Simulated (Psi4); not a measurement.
Psi4 input (wB97X-D/6-31G*):

```
memory 1500 MB

molecule {
1 2
O     0.00640950    0.00082813    1.39432741
C     0.00085310    0.00011022    0.18558322
C    -0.00523531    1.28535289   -0.61238490
C    -0.00038784   -1.28607943   -0.61087992
H     0.00270891    2.14131370    0.05812234
H    -0.00216275   -2.14124313    0.06068828
H    -0.88988472    1.32626971   -1.25304413
H     0.86529604    1.32407970   -1.27214134
H     0.87833452   -1.32776204   -1.25959603
H    -0.87694764   -1.32558514   -1.26255881
symmetry c1
no_reorient
no_com
}

set {
  basis 6-31G*
  reference uks
  scf_type pk
  dft_radial_points 99
  dft_spherical_points 590
  e_convergence 1e-8
  d_convergence 1e-7
  maxiter 150
}

e = energy('wb97x-d')
print_out(f'\nFINAL {e:.10f} DIPOLE {variable("CURRENT DIPOLE")[0]:.6f} {variable("CURRENT DIPOLE")[1]:.6f} {variable("CURRENT DIPOLE")[2]:.6f}\n')
```

Task: What final total energy does it give?

Result: -192.74229 Eh.
